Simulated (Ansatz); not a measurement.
We consider grey tin (α-Sn), described by PBE-D3(BJ) (Ansatz, an electronic-structure program, plane waves, PAW).

Settings: plane-wave cutoff 520 eV, 20×20×20 k mesh, Fermi–Dirac smearing 0.05 eV, perturbation theory, scalar-relativistic PAW data made under PBE.

Computed at the level's own relaxed cell.

Harmonic phonon frequencies (cm⁻¹; i marks an imaginary mode):

| q point | frequencies |
|---|---|
| Γ | 0 0 0 183 183 183 |
| X | 33 33 147 147 177 177 |
| L | ___ |

Problem. Some entries are withheld; supply them.

Solution. 
- L, frequencies: 30 30 130 155 182 182

Measured, for comparison: zone-centre TO phonon frequency 200 cm⁻¹ (low temperature, zero-point motion not removed; as tabulated in Tanner et al. (2021), arXiv:2110.11888). Computed (rounded) less measured: zone-centre TO phonon frequency -8 %.

No imaginary mode appears at these points.

Note: the solid has no gap at this level, which affects its response; the dispersion coefficients are held fixed in the derivatives.
